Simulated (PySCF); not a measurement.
CH₃O, SMILES [O]C (connectivity only; charge and spin as stated), charge -1, multiplicity 1. Atoms are numbered in the order given.

```xyz
5

C      0.0000     0.0000     0.5430
O      0.0000     0.0000    -0.7943
H      0.8876    -0.5125     1.0321
H      0.0000     1.0249     1.0321
H     -0.8876    -0.5125     1.0321
```
Charge -1, spin multiplicity 1.

Geometry optimised at B3LYP-D3(BJ)/def2-TZVPD. The spin state was assumed, not searched. The isomer is the one that the SMILES or the coordinates give; other isomers of the formula were not compared.

Two levels are set side by side: PBE/pcSseg-2 (PySCF) and B3LYP/pcSseg-2 (PySCF). GIAO shifts against H2O (¹⁷O), TMS (¹H), TMS (¹³C) at the same level; non-relativistic, no solvent, atoms listed together averaged. Differences are taken from unrounded values.

```
quantity                   B3LYP
-------------------------  -----
δ(¹³C) of C1 (ppm)          77.5
δ(¹⁷O) of O2 (ppm)          52.6
δ(¹H) of H3, H4, H5 (ppm)   6.66
```

Q: What does PBE give, and how far is it from B3LYP? (An estimate is asked for; the answer gives what the named calculation found.)

A: 
```csv
quantity,PBE,PBE minus B3LYP
δ(¹³C) of C1 (ppm),79.8,2.3
δ(¹⁷O) of O2 (ppm),70.8,18.2
"δ(¹H) of H3, H4, H5 (ppm)",7.49,0.84
```

Rough cost on one machine, each run with all the roots and properties that it gave: B3LYP against PBE within a factor of 2.
